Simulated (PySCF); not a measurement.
NO2, SMILES N([O])=O, multiplicity 2. Atoms are numbered in the order given.

```xyz
3

O      0.0000     1.0930     0.1396
N      0.0000     0.0000    -0.3192
O      0.0000    -1.0930     0.1396
```
Charge 0, spin multiplicity 2.

Coordinates come from a ωB97X-D3(BJ)/def2-TZVP optimisation.

Computed with TDA-CAM-B3LYP/def2-TZVPD in PySCF.

Vertical excitations. 

Computed excitation energies, oscillator strengths and character:
| state | energy (eV) | λ (nm) | f | main pairs |
|---|---|---|---|---|
| root 1 | 3.04 | 407 | 0.000 | α HOMO→LUMO 99 % |
| root 2 | 3.47 | 357 | 0.010 | α HOMO−1→LUMO 9 %, β HOMO→LUMO 88 % |
| root 3 | 3.86 | 321 | 0.000 | β HOMO−1→LUMO 97 % |
| root 4 | 4.91 | 252 | 0.001 | α HOMO−1→LUMO 47 %, β HOMO−1→LUMO+1 50 % |
| root 5 | 5.01 | 248 | 0.000 | α HOMO−2→LUMO 8 %, β HOMO→LUMO+1 91 % |
| root 6 | 5.95 | 208 | 0.000 | α HOMO−2→LUMO 90 %, β HOMO→LUMO+1 8 % |
| root 7 | 7.94 | 156 | 0.001 | α HOMO→LUMO+1 69 %, α HOMO→LUMO+3 17 %, β HOMO−2→LUMO 8 % |
| root 8 | 8.39 | 148 | 0.098 | α HOMO−1→LUMO 19 %, α HOMO→LUMO+2 6 %, β HOMO−3→LUMO 40 %, β HOMO−1→LUMO+1 22 % |
| root 9 | 8.70 | 143 | 0.061 | α HOMO→LUMO+1 18 %, α HOMO→LUMO+3 11 %, α HOMO−4→LUMO 9 %, β HOMO−2→LUMO 57 % |
| root 10 | 8.87 | 140 | 0.027 | α HOMO→LUMO+4 77 %, β HOMO−4→LUMO 20 % |
Unrestricted roots are not spin-pure.
